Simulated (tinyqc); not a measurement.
Inside a calculation. Method: Hueckel theory of the pi electrons with the omega technique, for the molecule C=C (SMILES; centres numbered as the heavy atoms are written). Computed by tinyqc, a small Python program that keeps every step. Settings: charge = 0, omega = 1.4, damping = 0. Command: `OMP_NUM_THREADS=1 python tinyqc.py 29005 29006 out.jsonl` (the two numbers bound the seeds that draw the settings). One thread of a shared host (Intel(R) Xeon(R) Processor @ 2.60GHz), about 0.01 s of CPU time with the checks.

## The Hueckel matrix

Centres:

| centre | z_r, pi electrons of the neutral centre | h |
|---|---|---|
| 1C | 1 | 0.000000 |
| 2C | 1 | 0.000000 |

Bonds:

| i | j | k |
|---|---|---|
| 1 | 2 | 1 |

H_rr = alpha + h_r beta, H_rs = k_rs beta for bonded centres.

Hueckel matrix in units of beta (H = alpha + beta A):
```
          1C        2C
1C  0.000000  1.000000
2C  1.000000  0.000000
```

## Orbitals, round 1

pi electrons, sum of z_r less the charge = 2

Diagonalise; E = alpha + x beta with beta < 0, so the largest x are filled first; degenerate levels share their electrons. P = sum n_i c_ri c_si; each orbital has its largest coefficient positive (the first on a tie).

x values: 1.000000  -1.000000

occupations: 2.000000  0.000000

coefficients:
```
         MO1        MO2
1C  0.707107   0.707107
2C  0.707107  -0.707107
```

charge and bond-order matrix P:
```
          1C        2C
1C  1.000000  1.000000
2C  1.000000  1.000000
```

## Omega technique, round 1

h_r = h_r(0) + omega q_r, omega = 1.4, with q_r = z_r - P_rr.

matrix after round 1:
```
          1C        2C
1C  0.000000  1.000000
2C  1.000000  0.000000
```

## Convergence

Each round sets h_r = h_r(0) + omega (z_r - P_rr), keeping the share named as damping of the old diagonal; repeat until output and input diagonals agree to 1e-6.

Rounds:

| round | sum n x | largest \|h(out) - h(in)\| |
|---|---|---|
| 1 | 2.000000 | 3.11e-16 |

Converged in 1 rounds.

## Energy, charges, bond orders

E = sum n x; q_r = z_r - P_rr; bond order p = P_rs; free valence = sqrt(3) - sum of p over the bonds of the atom.

pi energy = 2 alpha + this times beta = 2.000000

pi charges: 1C 0.000000, 2C 0.000000

Bond orders and lengths from R = 1.517 - 0.180 p (angstrom, C-C alone):

| bond | p | R |
|---|---|---|
| 1-2 | 1.000000 | 1.337000 |

free valence of the carbons: 1C 0.732051, 2C 0.732051

gap between the highest filled and the next level = 2.000000 |beta|
